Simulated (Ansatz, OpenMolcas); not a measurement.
**Predicting a hybrid from its neighbours: C3H6O (oxetane)**

C3H6O has 10 atoms, charge 0, and is taken as a singlet. As SMILES, `C1COC1`. The shape is that of a PBE0-D4/def2-TZVP optimisation.

The vertical ionisation energy (to the doublet cation) y, in eV, basis 6-31G(d); a is the functional's share of exact exchange. Programs: Ansatz 0.2.0, OpenMolcas 26.06.

| functional | program | a | y (eV) |
| --- | --- | --- | --- |
| PBE | Ansatz | 0 | 9.07 |
| TPSS | OpenMolcas | 0 | 9.12 |
| B3LYP | Ansatz | 0.2 | 9.38 |
| r2SCAN0 | Ansatz | 0.25 | ? |
| PBE0 | Ansatz | 0.25 | 9.37 |
| BHLYP | Ansatz | 0.5 | 9.42 |

Question: Fit y = c + s·a to the known rows and predict r2SCAN0.

Answer: 
1. Means of the 5 rows: a = 0.1900, y = 9.272.
2. Σ(Δa)² = 0.172, Σ(Δa·Δy) = 0.1201, so the slope is 0.1201/0.172 = 0.69826.
3. Intercept: 9.272 − (0.69826) × 0.1900 = 9.139. The largest residual of the fit is 0.10.
4. r2SCAN0: 9.139 + (0.69826) × 0.25 = 9.31 eV.

The run gave 9.41 eV, so the prediction is off by -0.10 eV, within the scatter of the fit.
